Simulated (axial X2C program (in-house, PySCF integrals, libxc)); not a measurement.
**Curves of AlS by EOM-IP-CCSD**

Computed with an in-house all-electron X2C program for linear molecules (integrals from PySCF): two-component X2C with atomic mean-field Coulomb and Gaunt terms, Gaussian nuclei, basis S dyall-av3z, Al dyall-av3z with contracted cores.

Energies in eV from the lowest point of the lowest state; states are followed by energy order within each Ω. Reference: AlS⁻, 10 electrons correlated in 94 virtual spinors with an MP2 remainder; levels at this size can be off by some tenths of an eV. Masses 31.972 and 26.982 u.

```tsv
R (Å)	(1)Ω=1/2	(1)Ω=3/2	(2)Ω=1/2	(3)Ω=1/2
1.937	0.1380	1.4440	1.4877	3.7444
2.021	0.0000	0.9581	1.0009	3.4317
2.105	0.0235	0.6684	0.7113	3.3029
2.200	0.1743	0.5112	0.5548	3.3221
2.295	0.4001	0.4801	0.5267	3.4709
2.421	0.6090	0.5690	0.7649	3.8117
```

T1 of the reference reaches 0.026 (Lee–Taylor). Curves followed by order can swap character. Number of frozen shells: S 2 s, 1 p; Al 2 s, 1 p. Roots with under 60 % one-particle weight at any point are counted in the labels but not shown, and the list ends where the roots sought for some Ω run out; states that need a further excitation are missing and may lie low or lowest. Curves with a minimum but no constants failed the fit check.
